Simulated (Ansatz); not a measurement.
Cubic perovskite SrTiO3 (cubic form, which distorts at low temperature), treated with PBE in Ansatz (plane waves, PAW).

Settings: plane-wave cutoff 520 eV, 10×10×10 k mesh, Fermi–Dirac smearing 0.01 eV, no spin polarisation, scalar-relativistic PAW data made under PBE.

Cell (relaxed at this level):

```cif
data_O3SrTi
_chemical_formula_sum 'Sr1 Ti1 O3'
_space_group_name_H-M_alt 'P 1'
_space_group_IT_number 1
_cell_length_a 3.93645
_cell_length_b 3.93645
_cell_length_c 3.93645
_cell_angle_alpha 90.000
_cell_angle_beta 90.000
_cell_angle_gamma 90.000
loop_
_space_group_symop_operation_xyz
  'x, y, z'
loop_
_atom_site_label
_atom_site_type_symbol
_atom_site_fract_x
_atom_site_fract_y
_atom_site_fract_z
_atom_site_occupancy
Sr1 Sr 0.00000 0.00000 0.00000 1
Ti1 Ti 0.50000 0.50000 0.50000 1
O1 O 0.50000 0.00000 0.50000 1
O2 O 0.00000 0.50000 0.50000 1
O3 O 0.50000 0.50000 0.00000 1
```

Estimate the bulk modulus B0, band gap, smallest direct gap on the k points sampled and pressure derivative B′ of the bulk modulus that the calculation returns.


* **bulk modulus B0**: 170 GPa
* **band gap**: 1.84 eV
* **smallest direct gap on the k points sampled**: 2.20 eV
* **pressure derivative B′ of the bulk modulus**: 4.4

Measured, for comparison: band gap 3.59 eV (zero-point renormalisation of 336 meV (experimental, the table's column) added back here, indirect; inputs from Miglio et al. (2020), arXiv:2011.12765); bulk modulus 172 GPa (room temperature, no zero-point or thermal correction, Murnaghan fit, our sources range from 165 to 179; as tabulated in Guennou et al. (2010), arXiv:0910.0710). Computed (rounded) less measured: bulk modulus -1 % (inside the range of the sources held).

Note: the relaxation could not lower the start's symmetry, so the cell can be a saddle point above a distorted one.

Spin–orbit coupling is not included.

Static lattice: no zero-point or thermal effects.

Ansatz is a quantum-chemistry and plane-wave program.
